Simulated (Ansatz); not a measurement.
We consider rutile MnF2, described by PBE-D4 (Ansatz, a quantum-chemistry and plane-wave program, plane waves, PAW).

Run with plane-wave cutoff 520 eV, 8×8×10 k mesh (along the axes of the cell as run), Fermi–Dirac smearing 0.01 eV, spin-polarised with opposed moments, scalar-relativistic PAW data made under PBE.

Shape and atoms are relaxed at each volume.

Pressure at four volumes; x = ln(V/13.212 Å³). One pressure is withheld.

```csv
V (Å³/atom),x,P (GPa)
12.684,-0.0408,3.97
13.212,0.0000,0.00
13.477,0.0199,-1.67
13.741,0.0393,?
```

Task: Pass a parabola P(x) through the three rows shown, estimate the bulk modulus and its pressure derivative near zero pressure, and predict the withheld pressure.

Result: Slopes between the rows: (0.00 − (3.97))/(0.0000 − (-0.0408)) = -97.30 and (-1.67 − (0.00))/(0.0199 − (0.0000)) = -83.92 GPa. Their difference over the span 0.0607 is c = 13.38/0.0607 = 220.4 GPa, so P(x) = 3.97 + (-97.30)(x − (-0.0408)) + 220.4 (x − (-0.0408))(x − (0.0000)). At the middle row B = −dP/dx = −[-97.30 + 220.4 × 0.0408] = 88.3 GPa, and B′ = dB/dP = 2c/B = 5.0. At x = 0.0393 the parabola gives -3.13 GPa; the run gives -3.15 GPa. The Birch–Murnaghan fit to the energies at all volumes has B0 = 88.2 GPa and B′ = 4.8.

Note: without U or exact exchange, gaps and moments of open d shells tend to come out too small; the bulk modulus comes from volumes at which shape and atoms were relaxed.
